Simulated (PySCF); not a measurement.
## S₂F₄ at several levels of theory

All levels use the PBE0 minimum (singlet; S–F 1.589 Å (×2), S–F 1.624 Å (×2), S–S 1.892 Å; F–S–F 85.9° (×4), F–S–F 104.4°, F–S–F 166.5°, F–S–S 96.8° (×2), F–S–S 127.8° (×2)), basis [S def2-SVP, F def2-SVP], no relativity, density fitting, no spin–orbit coupling, PySCF. For vertical energies the ionised species is a doublet (spins chosen at PBE0 and kept) and the electron-attached one a doublet. Atomisation goes to high-spin ground-configuration atoms, without zero-point energy. Open shells are unrestricted, also as the reference of the correlated levels. A dash marks a value that was not computed or is not defined at that level.

Z-matrix (Å, degrees; charge 0 multiplicity 1):
```
S
S  1 1.8919
F  1 1.6236 2 96.75
F  1 1.6236 2 96.75 3 -180.00
F  1 1.5886 2 127.80 3 90.00
F  1 1.5886 2 127.80 3 -90.00
```

```
level  atomisation (kJ/mol)  vertical IP (eV)  vertical EA (eV)  −ε(HOMO) (eV)  gap (eV)  dipole (D)
 PBE0                  1372             10.68             -0.16           8.11      5.85        0.24
   HF                   414              9.96             -1.11          11.39     13.48        0.44
  MP2                     –                 ?                 ?              –         –           –
  PBE                     ?                 ?                 ?              ?         ?           ?
```

Q: Fill in the row of MP2.

A: vertical IP (eV) 10.52, vertical EA (eV) -0.92.

Q: Fill in the row of PBE.

A: atomisation (kJ/mol) 1559, vertical IP (eV) 10.35, vertical EA (eV) -0.29, −ε(HOMO) (eV) 6.59, gap (eV) 3.36, dipole (D) 0.06.

Without diffuse functions attachment energies tend to come out too low.
